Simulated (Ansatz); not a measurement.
bcc Rh (model structure)

Computed with PBEsol (Ansatz, a program for electronic structure, PAW).

Numerical settings: plane-wave cutoff 500 eV, 34×34×34 k mesh, Fermi–Dirac smearing 0.1 eV, no spin polarisation, scalar-relativistic PAW data made under PBE.

Cell (relaxed at this level):

```cif
data_Rh
_chemical_formula_sum 'Rh1'
_space_group_name_H-M_alt 'P 1'
_space_group_IT_number 1
_cell_length_a 2.62430
_cell_length_b 2.62430
_cell_length_c 2.62430
_cell_angle_alpha 109.471
_cell_angle_beta 109.471
_cell_angle_gamma 109.471
loop_
_space_group_symop_operation_xyz
  'x, y, z'
loop_
_atom_site_label
_atom_site_type_symbol
_atom_site_fract_x
_atom_site_fract_y
_atom_site_fract_z
_atom_site_occupancy
Rh1 Rh 0.00000 0.00000 0.00000 1
```

```
Property  Result
--------  ------
band gap    none
```

Note: the relaxation could raise the start's symmetry but not lower it, so the cell can be a saddle point.

Spin–orbit coupling is not included.

Computed values are for the static lattice.

The result took around 80 core-seconds (rough).

A model structure was made by putting elements into a prototype or built by hand; it is no filed structure, need not be a known phase, and can be a saddle point held by its symmetry.
